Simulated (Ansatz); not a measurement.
# CH3, doublet: vertical spin and charge gaps

Geometry (PBE0/def2-TZVP stationary point for this spin, not checked as a minimum):

```xyz
4

C     0.0000    0.0000    0.0000
H     1.0799    0.0140   -0.0003
H    -0.5521    0.9282   -0.0027
H    -0.5278   -0.9423    0.0031
```

Basis 6-31G; Ansatz 0.2.0. Correlated methods freeze the noble-gas cores. R marks a restricted (for open shells ROHF) determinant, U an unrestricted one. Active spaces: valence = (7e, 7o) chosen from the atoms' valence shells.

Gaps are energies of the second state less the first, at fixed atoms, for a selection of the levels run; each method lands on the state that its own search finds for that charge and spin.

HF rows are the lowest solutions found. Coupled cluster chose its determinant by trial CCSD, here up to 0.49 eV above the lowest Hartree–Fock solution of its kind, and MP2 stands on that determinant too. For open shells CISD and CISDTQ are restricted-active-space CI with the open shells as a complete middle space.

Removing an electron, to the triplet: 14.585 eV at full CI (doublet B1, triplet ion A2, in C2v).

```tsv
level	gap (eV)	error (meV)
CISDTQ	14.583	-2
CASSCF (valence space)	14.332	-253
NEVPT2 (valence space)	14.536	-49
MRCISD (valence space)	14.579	-6
MRCISD+Q (valence space)	14.586	1
SPW92	14.714	129
wB97M-V	14.821	236
```

Quartet less doublet: 11.909 eV at full CI (doublet B1, quartet B1, in C2v).

Large singles or doubles amplitudes warn of static correlation in the CH3 quartet.

```json
{"level": "RMP2", "gap (eV)": "12.230", "error (meV)": "321"}
{"level": "RCCSD", "gap (eV)": "11.997", "error (meV)": "88"}
{"level": "BCCD(T)", "gap (eV)": "11.941", "error (meV)": "32"}
{"level": "CISDTQ", "gap (eV)": "11.909", "error (meV)": "0"}
{"level": "RCCSDT(Q)", "gap (eV)": "11.910", "error (meV)": "1"}
{"level": "CASSCF (valence space)", "gap (eV)": "12.171", "error (meV)": "262"}
{"level": "NEVPT2 (valence space)", "gap (eV)": "12.111", "error (meV)": "202"}
{"level": "MRCISD (valence space)", "gap (eV)": "12.066", "error (meV)": "157"}
{"level": "PBE0", "gap (eV)": "11.963", "error (meV)": "54"}
{"level": "wB97M-V", "gap (eV)": "12.238", "error (meV)": "329"}
```

PBE gives 9.850 eV for removing an electron, to the singlet. Estimate what full CI gives in 6-31G.

Full CI in 6-31G gives 9.311 eV, so against it PBE is off by 0.539 eV, of which a good part can be the reference's own basis and frozen-core error.

| level | gap (eV) | error (meV) |
| --- | --- | --- |
| RHF | 8.901 | -410 |
| UHF | 8.988 | -323 |
| UCCSD(T) | 9.310 | -1 |
| RCCSDT | 9.309 | -2 |
| UCCSDT(Q) | 9.311 | 0 |
| MRCISD (valence space) | 9.294 | -17 |
| BLYP | 9.615 | 304 |
| r2SCAN | 10.006 | 695 |
| PBE0 | 9.852 | 541 |

In so small a basis the reference is far from its limit while semilocal and hybrid functionals are nearer theirs, so the functionals' errors here hold much of the reference's basis and frozen-core error, which can add to them or hide them.

Full CI is exact within this basis and frozen core; it isn't the basis-set limit. The frozen core follows each run's orbitals, which can shift R against U totals by a few meV.
